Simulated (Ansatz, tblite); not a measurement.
Spin states of Na₃, each relaxed with B3LYP/def2-TZVP in Ansatz. Electronic energies in the gas phase.

The xTB rows come from tblite. Correlated methods freeze 3 core orbitals; core or outer-core shells of Na are correlated, in sets that lack core-valence functions. In the quartet geometry the species has come apart into loosely held pieces. The structure comes from a short search, and lower isomers may exist.

Doublet geometry (C2v within 0.1 Å):

```tsv
atom	x (Å)	y (Å)	z (Å)
Na1	1.407	0.511	1.964
Na2	-0.188	1.252	-0.739
Na3	-1.219	-1.764	-1.226
```

Quartet geometry:

Cartesian coordinates in Å:
```
Na 1.035 -1.648 2.638
Na 1.624 2.643 -1.000
Na -2.659 -0.995 -1.639
```

⟨S²⟩: doublet 0.78 at PBE0/def2-TZVP (pure 0.75), quartet 3.75 at PBE0/def2-TZVP (pure 3.75).

Run but left out: HF/STO-3G, MP2/def2-TZVP, MP2/def2-TZVPP, MP2/def2-QZVPP (doublet: ⟨S²⟩ 0.94 to 1.54, where a pure state has 0.75).

Only these spin states were relaxed. The quartet has fallen apart into loose fragments. The quartet has other bonds than the doublet, so the gap mixes isomer and spin.

```tsv
level	quartet − doublet (kcal/mol)	lowest of these	remarks
HF/def2-QZVPP	2.3	doublet	spin-contaminated (⟨S²⟩ 0.95) (doublet)
r2SCAN/def2-TZVP	21.0	doublet	–
B97M-V/def2-TZVP	23.4	doublet	–
ωB97X-V/def2-TZVP	21.3	doublet	–
```

(1) Estimate the rows for GFN1-xTB, PBE/def2-TZVP, PBE0/def2-TZVP, CCSD(T)/def2-TZVPP.

## Answers

(1) 
| level | quartet − doublet (kcal/mol) | lowest of these | remarks |
| --- | --- | --- | --- |
| GFN1-xTB | 112.2 | doublet | – |
| PBE/def2-TZVP | 25.2 | doublet | – |
| PBE0/def2-TZVP | 22.9 | doublet | – |
| CCSD(T)/def2-TZVPP | 21.6 | doublet | spin-contaminated (⟨S²⟩ 0.94) (doublet) |

The xTB methods have no term that favours high spin, so they put low spin too low.
